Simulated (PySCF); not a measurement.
**How methods differ on the electron affinity of Li**

Li⁻ [He] 2s2 (1S) → Li [He] 2s1 (2S), as a difference of total energies. Computed with PySCF 2.14 in aug-cc-pVTZ with one added diffuse shell each of s, p, d, f type (6s5p4d3f, 62 functions), with the non-relativistic Hamiltonian (point nucleus). Correlated levels: valence: 1s2 frozen. The calculations carry no spin-orbit coupling.

| method | electron affinity (eV) | error (eV) |
| --- | --- | --- |
| UHF | -0.124 | -0.742 |
| LDA | 0.592 | -0.026 |
| PBE | 0.517 | -0.101 |
| PBE0 | 0.495 | -0.123 |
| r2SCAN | 0.454 | -0.164 |
| BLYP | 0.470 | -0.148 |
| B97-3 | 0.514 | -0.104 |
| B3LYP | 0.559 | -0.059 |
| MP2 (valence) | 0.352 | -0.266 |
| SCS-MP2 (valence) | 0.447 | -0.171 |

Reference: 0.618 eV (measured; photodetachment measurements, as compiled on the Wikipedia data page of electron affinities).

Errors of the correlated levels include the incompleteness of this basis and the frozen core.

A negative affinity means that the anion lies above the atom at that level of theory.

In the anion the highest occupied orbital energy is positive at LDA, PBE, PBE0, r2SCAN, BLYP, B97-3, B3LYP, a self-interaction effect; the basis confines that electron, and the energy difference can still be sensible.
